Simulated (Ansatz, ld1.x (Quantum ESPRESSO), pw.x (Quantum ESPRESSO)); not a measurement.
From atom to crystal: TM potential for Pd (Z = 46)

palladium (Pd), norm-conserving Troullier–Martins (Kleinman–Bylander form), made with ld1.x (Quantum ESPRESSO) 7.5 (PBEsol, scalar-relativistic). Core [Kr], reference 4d8 5s0 5p0 (charge +2). Waves: 5s (bound, empty): rc 1.95 bohr; 5p (bound, empty): rc 2.55 bohr; 4d (bound): rc 1.90 bohr. Local part: all-electron potential smoothed inside 1.90 bohr (lloc = -2). Core correction: none.

Crystal test: bcc Pd in pw.x 7.5, no spin, 15³ k-points, Fermi–Dirac smearing 0.01 Ry, cutoffs 100/400 Ry. The lattice is a test structure that the element need not adopt, and mesh and smearing are coarse.

pw.x input:

```
&control
  calculation='scf', prefix='x', pseudo_dir='./', outdir='./tmp', tstress=.true., disk_io='none'
/
&system
  ibrav=0, nat=1, ntyp=1, ecutwfc=100, ecutrho=400, nbnd=12,
  occupations='smearing', smearing='fd', degauss=0.01
/
&electrons
  conv_thr=1e-09, mixing_beta=0.4, electron_maxstep=70
/
ATOMIC_SPECIES
Pd 1.0 Pd.UPF
CELL_PARAMETERS angstrom
  -1.54343390 1.54343390 1.54343390
  1.54343390 -1.54343390 1.54343390
  1.54343390 1.54343390 -1.54343390
ATOMIC_POSITIONS crystal
Pd 0.0000 0.0000 0.0000
K_POINTS automatic
15 15 15 0 0 0
```

```bash
pw.x < Pd.scf.in > Pd.scf.out
```

Question: How does the run end?

Answer: It converges; the pressure is -12.40 GPa against -0.15 GPa from all-electron LAPW. This is a poor potential for the solid. The log shows:

```
     charge density cutoff     =     400.0000  Ry
     scf convergence threshold =      1.0E-09
     Exchange-correlation= PBESOL
     number of k points=   120  Fermi-Dirac smearing, width (Ry)=  0.0100
     iteration #  1     ecut=   100.00 Ry     beta= 0.40
     total energy              =     -57.38780724 Ry
     estimated scf accuracy    <       4.10558222 Ry
     iteration #  2     ecut=   100.00 Ry     beta= 0.40
     total energy              =     -57.96062347 Ry
     estimated scf accuracy    <       0.03054873 Ry
     iteration #  3     ecut=   100.00 Ry     beta= 0.40
     total energy              =     -57.96775007 Ry
     estimated scf accuracy    <       0.00083282 Ry
     iteration #  4     ecut=   100.00 Ry     beta= 0.40
     total energy              =     -57.96698517 Ry
     estimated scf accuracy    <       0.00539988 Ry
     iteration #  5     ecut=   100.00 Ry     beta= 0.40
     total energy              =     -57.96795279 Ry
     estimated scf accuracy    <       0.00000195 Ry
     iteration #  6     ecut=   100.00 Ry     beta= 0.40
     total energy              =     -57.96795230 Ry
     estimated scf accuracy    <       0.00000740 Ry
     iteration #  7     ecut=   100.00 Ry     beta= 0.40
     total energy              =     -57.96795381 Ry
     estimated scf accuracy    <       0.00000002 Ry
     iteration #  8     ecut=   100.00 Ry     beta= 0.40
     the Fermi energy is    14.2630 ev
!    total energy              =     -57.96795381 Ry
     estimated scf accuracy    <          4.7E-10 Ry
     smearing contrib. (-TS)   =      -0.00513873 Ry
     The total energy is F=E-TS. E is the sum of the following terms:
     one-electron contribution =       7.08719853 Ry
     hartree contribution      =       7.13325962 Ry
     xc contribution           =      -9.79642897 Ry
     ewald contribution        =     -62.38684425 Ry
     convergence has been achieved in   8 iterations
          total   stress  (Ry/bohr**3)                   (kbar)     P=     -123.96
     Message from routine punch:
     Nothing written, as per user request (disk_io='none')
```
